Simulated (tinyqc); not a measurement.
Pariser-Parr-Pople SCF with singles CI, for the molecule c1ccccc1 (SMILES; centres numbered as the heavy atoms are written), step by step. One step of it, computed by the program tinyqc.

Question. PPP integrals. Ohno: gamma = 14.399645/sqrt(R^2 + a^2), a = 2 x 14.399645/(gamma_rr + gamma_ss); H_rr = -W_r - sum_(s != r) z_s gamma_rs; H_rs = beta for bonds.

Centres (angstrom, eV; a flat drawing with bonds scaled to 1.40 angstrom):
```
centre          x          y  core charge z          W   gamma_rr
1C       1.400000   0.000000              1  11.160000  11.130000
2C       0.700000   1.212000              1  11.160000  11.130000
3C      -0.700000   1.212000              1  11.160000  11.130000
4C      -1.400000   0.000000              1  11.160000  11.130000
5C      -0.700000  -1.212000              1  11.160000  11.130000
6C       0.700000  -1.212000              1  11.160000  11.130000
```

Resonance integrals (eV):
```
i  j       beta
1  2  -2.390000
2  3  -2.390000
3  4  -2.390000
4  5  -2.390000
5  6  -2.390000
6  1  -2.390000
```

Give: repulsion gamma_rs; core matrix H.

Answer.

repulsion gamma_rs (eV), order 1C, 2C, 3C, 4C, 5C, 6C:
$$\begin{pmatrix}
11.1300 & 7.5550 & 5.2396 & 4.6685 & 5.2396 & 7.5550 \\
7.5550 & 11.1300 & 7.5539 & 5.2396 & 4.6695 & 5.2407 \\
5.2396 & 7.5539 & 11.1300 & 7.5550 & 5.2407 & 4.6695 \\
4.6685 & 5.2396 & 7.5550 & 11.1300 & 7.5550 & 5.2396 \\
5.2396 & 4.6695 & 5.2407 & 7.5550 & 11.1300 & 7.5539 \\
7.5550 & 5.2407 & 4.6695 & 5.2396 & 7.5539 & 11.1300
\end{pmatrix}$$

core matrix H (eV), order 1C, 2C, 3C, 4C, 5C, 6C:
$$\begin{pmatrix}
-41.4176 & -2.3900 & 0.0000 & 0.0000 & 0.0000 & -2.3900 \\
-2.3900 & -41.4186 & -2.3900 & 0.0000 & 0.0000 & 0.0000 \\
0.0000 & -2.3900 & -41.4186 & -2.3900 & 0.0000 & 0.0000 \\
0.0000 & 0.0000 & -2.3900 & -41.4176 & -2.3900 & 0.0000 \\
0.0000 & 0.0000 & 0.0000 & -2.3900 & -41.4186 & -2.3900 \\
-2.3900 & 0.0000 & 0.0000 & 0.0000 & -2.3900 & -41.4186
\end{pmatrix}$$
